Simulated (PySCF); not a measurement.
hydrogen chloride cation (ClH), SMILES Cl (connectivity only; charge and spin as stated), charge +1, multiplicity 2. Geometry: PBE-D3(BJ)/def2-TZVPD. The spin state was assumed, not searched.

The numbers are results of PBE-D3(BJ)/def2-TZVPD in PySCF, not measurements.

Harmonic wavenumbers (cm⁻¹): 2566. Rotational constants (GHz): 289.6 (linear); symmetry number 1.

**Question.** Work out the zero-point energy and the ideal-gas rigid-rotor harmonic-oscillator thermochemistry at 298.15 K and 1 atm.

**Answer.** ZPE = ½ Σ hcν = ½ × 2566 cm⁻¹ = 3.67 kcal/mol. H − E(el) = 5.74 kcal/mol. Entropy in cal/(mol K): translation 36.71, rotation 8.08, vibration 0.00, spin 1.38, total 46.17. G − E(el) = -8.02 kcal/mol. Cp = 6.96 cal/(mol K).
